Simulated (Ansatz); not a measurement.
# BNH+ (quintet): from Hartree-Fock to the top rungs, def2-TZVPP

The task here is to estimate one member of a computed series from the others.

Method: def2-TZVPP, core rule «outside noble gas», up to 2 orbitals frozen; program: Ansatz 0.2.0, Gaussian basis.

To be run: UHF; ROHF; CCSD(T) on UHF.

## What is computed

The geometry is a PBE0/def2-TZVP stationary point (not a proven minimum) of the parent state, kept for this charge and spin.

3 atoms, charge 1, spin multiplicity 5.

Atoms are counted from 1 here; the program's logs count them from 0.

Bond lengths: B1–N2 1.465 Å, N2–H3 1.030 Å. Angles: B1–N2–H3 111.7°.

Set-up of the first run:

in.yaml

```yaml
crystal:
  periodic: [false, false, false]
  atoms:
    - {symbol: B, position_ang: [0.000000, 0.079752, 0.863775]}
    - {symbol: N, position_ang: [0.000000, -0.117617, -0.587927]}
    - {symbol: H, position_ang: [0.000000, 0.779045, -1.094669]}
basis:
  gaussian: {orbitals: def2-TZVPP}
total_charge: 1
magnetization: {spin_polarized: true, initial_magnetization: 4}
hamiltonian: {xc: hf}
output: {orbitals: {seedname: orbitals}}
```

Launch:

```
$ ansatz run in.yaml --threads 1 --pin off --events-out ev --progress --plain --max-ram 4096MiB --backend cpu
```

Among the steps run: UHF; ROHF; CCSD(T) on UHF.

One table of the session follows, with a row left open; its other results are not shown here.

It belongs to the step «Misses and costs». 

```
  method  from UCCSD(T) (meV)
    ROHF                    ?
     UHF              +4782.6
    UMP2               +735.0
   UCCSD               +121.5
UCCSD(T)                    0
```

**Question.** Estimate the row for ROHF.

As computed: from UCCSD(T) (meV): +4917.2. In the column «from UCCSD(T) (meV)» it is the highest.
